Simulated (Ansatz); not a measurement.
# BHCl₂ (singlet): wave-function methods side by side at a displaced geometry (v2), cc-pVDZ

The task here is to estimate one member of a computed series from the others.

The runs use Ansatz 0.2.0, Gaussian basis; cc-pVDZ, core rule «outside noble gas», up to 11 orbitals frozen.

The runs, in order: UHF; CCSD(T) on RHF; BCCD(T) on RHF; CISD; CCSDT(Q) on RHF.

19 further runs of the same task are left out: 2 for a known fault of the program, 7 that didn't finish, 10 set aside as unsound or not needed.

## The system

The geometry is a PBE0/def2-TZVP stationary point (not a proven minimum) with its atoms shifted at random (size 0.100 Å).

4 atoms, charge 0, spin multiplicity 1.

Atoms are counted from 1 here; the program's logs count them from 0.

Bond lengths: B1–Cl2 1.736 Å, B1–Cl3 1.728 Å, B1–H4 1.266 Å. Angles: Cl2–B1–Cl3 120.5°, Cl2–B1–H4 120.9°, Cl3–B1–H4 117.8°.

Set-up of the first run:

Contents of in.yaml:

```yaml
crystal:
  periodic: [false, false, false]
  atoms:
    - {symbol: B, position_ang: [0.108544, -0.712665, -0.006695]}
    - {symbol: Cl, position_ang: [-0.056330, 0.152999, -1.502542]}
    - {symbol: Cl, position_ang: [0.020291, 0.120576, 1.504159]}
    - {symbol: H, position_ang: [0.103399, -1.978709, 0.014932]}
basis:
  gaussian: {orbitals: cc-pVDZ}
magnetization: {spin_polarized: true, initial_magnetization: 0}
hamiltonian: {xc: hf}
output: {orbitals: {seedname: orbitals}}
```

The run is started by

```sh
ansatz run in.yaml --threads 1 --pin off --events-out ev --progress --plain --max-ram 2393MiB
```

Steps of the session up to this table: UHF; CCSD(T) on RHF; BCCD(T) on RHF; CISD; CCSDT(Q) on RHF.

One table of the session follows, with a row left open; its other results are not shown here.

| method | from RCCSDT(Q) (kJ/mol) |
| --- | --- |
| RHF | +1041.8 |
| RMP2 | +112.2 |
| CISD | +138.5 |
| RCCSD | ? |
| RCCSD(T) | +3.9 |
| BCCD(T) | +3.6 |
| RCCSDT | +1.9 |
| RCCSDT(Q) | 0 |

Estimate the missing values for RCCSD.

The run gave: from RCCSDT(Q) (kJ/mol): +29.5. In the column «from RCCSDT(Q) (kJ/mol)» it lies between RCCSD(T) (+3.9) and RMP2 (+112.2).
